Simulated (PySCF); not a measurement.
Compound: C₅H₈N (doublet state).
Structure used (GFN2-xTB), in Å, numbered top down from 1:
```
atom  x, y, z in Å
C1     2.262   -0.336   -0.092
C2     0.893   -0.276   -0.052
N3     0.141   -1.348    0.062
C4    -1.234   -0.987    0.079
C5    -1.325    0.553    0.193
C6     0.095    1.013   -0.150
H7     2.764   -1.283   -0.019
H8     2.855    0.555   -0.193
H9    -1.732   -1.511    0.900
H10   -1.692   -1.356   -0.849
H11   -2.075    0.965   -0.479
H12   -1.587    0.835    1.213
H13    0.162    1.402   -1.168
H14    0.474    1.774    0.532
```

The hyperfine couplings belong to this conformer and change with its torsions.

Identity: `C1CCN=C1[CH2]` [radical].

Theory: UKS B3LYP, pcH-1 on C H N, non-relativistic, mean-field spin-orbit, GIAO in PySCF 2.14.0. One conformer (not necessarily the lowest) at the GFN2-xTB geometry, without solvent, vibrations or thermal averaging. A GFN2-xTB geometry isn't a minimum of the functional, and hyperfine couplings can be far from their values at a DFT geometry. The SCF solution wasn't tested for stability. ⟨S²⟩ is 0.777 where a pure state has 0.75.

**Question.** Where do the isotropic ENDOR lines of N3, H9/H10, H8, H7, H13/H14 and H11/H12 fall at 345.5 mT, to first order?

**Answer.** For S = 1/2 in fast tumbling each set of equivalent nuclei gives two lines, ν± = |νn ± a/2| to first order, with νn = g_N μN B/h and μN/h = 7.62259 MHz/T.

```tsv
nuclei	isotope	g_N	νn (MHz)	a_iso (MHz)	lower line (MHz)	upper line (MHz)
N3	14N	0.4038	1.06	19.66	8.77	10.89
H9/H10	1H	5.5857	14.71	80.57	25.58	55.00
H8	1H	5.5857	14.71	-45.35	7.97	37.39
H7	1H	5.5857	14.71	-44.20	7.39	36.81
H13/H14	1H	5.5857	14.71	-15.57	6.93	22.49
H11/H12	1H	5.5857	14.71	-0.64	14.39	15.03
```

**Question.** Which pairs are centred on the nuclear Larmor frequency, and which on half the coupling?

**Answer.** Centred on νn, since |a| < 2νn: H13/H14 and H11/H12. Centred on |a|/2 and split by 2νn: N3, H9/H10, H8 and H7.

Class means assume fast exchange of nuclei equivalent by connectivity; if that motion is slow, each nucleus keeps its own coupling. H7 and H8 aren't averaged: C1 is flat or nearly so (angle sum 360°), and its turn about the short C1–C2 bond (1.37 Å) is taken as slow. The 1H value of +80.6 MHz is a mean of couplings from 63.8 to 97.4 MHz in this one geometry, not an average over conformers. The 1H value of -15.6 MHz is a mean of couplings from -18.6 to -12.5 MHz in this one geometry, not an average over conformers.

Time: 35 s wall (with the writing of density and orbital grids); peak memory 0.83 GiB. Hardware: one thread, Arm Neoverse V2 (aarch64), shared host.
